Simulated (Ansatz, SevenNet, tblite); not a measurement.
## Elastic constant C12 of rock-salt PbTe: levels of theory against measurement

Reference value: 7 GPa (measured, temperature not stated, no zero-point or thermal correction; as tabulated in Oses et al. (2018), arXiv:1811.08464).

```csv
level (code),value (GPa),cell (Å³/atom)
GFN1-xTB (tblite),-16.0,30.47
SevenNet-l3i5 (SevenNet),9.1,35.41
LDA (Ansatz),(withheld),32.46
PBE (Ansatz),5.6,35.44
r²SCAN (Ansatz),6.1,34.88
```

Problem. Fill in the missing entries.

Solution. 
- LDA (Ansatz, a program for electronic structure), value (GPa): 4.5

Differences against the reference: GFN1-xTB -329 %, SevenNet-l3i5 +30 %, LDA -36 %, PBE -20 %, r²SCAN -12.9 %.

The reference's temperature isn't stated, so close values are not ranked against it. Off by more than 25 % (a bound picked here): GFN1-xTB (-329 %), SevenNet-l3i5 (+30 %), LDA (-36 %).

The measured value isn't corrected to a static lattice, so vibrations enter the comparison.  Density-functional levels without +SOC have no spin–orbit coupling. GFN1-xTB: the method was fitted mainly to molecules. GFN1-xTB: the run uses a supercell at the zone centre in place of a k mesh. Each level is taken at its own relaxed cell. Cutoffs differ between the levels. Ansatz's density-functional and Hartree–Fock values are scalar-relativistic unless marked +SOC, with PAW data made under PBE.

Machine-learned potentials (SevenNet-l3i5) are trained on DFT data, which may include these solids.

Differences are worked out from the printed values.
